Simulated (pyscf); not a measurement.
Optimised with ωB97X-D3(BJ)/def2-SVP in PySCF.

Estimate the classical barrier height and the reaction energy of O=Os(=O)(=O)(OH)–F → O=Os(=O)(=O)=O + hydrogen fluoride (HF) at ωB97M-D3(BJ)/def2-TZVP. The step runs on the singlet surface, breaks F–Os, H–O and forms F–H; take the reactant's lowest minimum found as zero.

ΔE‡ = 42.0 kJ/mol, ΔE = -49.9 kJ/mol. Zero-point energy shifts the barrier by -11.4 kJ/mol. It is an elimination, with an imaginary mode of 956i cm⁻¹. One saddle was located; it need not be the lowest between these sides. Elements past Kr carry the def2 core potentials, without spin-orbit coupling.
